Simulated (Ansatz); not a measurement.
`CP(C)(C)=O`, charge 0, multiplicity 1.

Problem. Give a relaxed structure at PBE0-D4/def2-TZVP (the Gaussian-basis code of Ansatz). (Estimate.)

Solution. The calculation gave: 
Z-matrix (Å, degrees):
```
C
P 1 1.808
H 1 1.091 2 108.8
H 1 1.091 2 108.8 3 -117.8
H 1 1.092 2 112.1 3 121.1
C 2 1.808 1 104.8 3 -176.2
C 2 1.808 1 104.8 3 -66.1
O 2 1.479 1 113.8 3 58.8
H 6 1.091 2 108.8 1 176.0
H 6 1.091 2 108.8 1 -66.1
H 6 1.092 2 112.1 1 55.0
H 7 1.092 2 112.1 1 -55.1
H 7 1.091 2 108.8 1 -176.2
H 7 1.091 2 108.8 1 66.0
```
Point group C3v.
This is one stationary point; other conformers may exist.
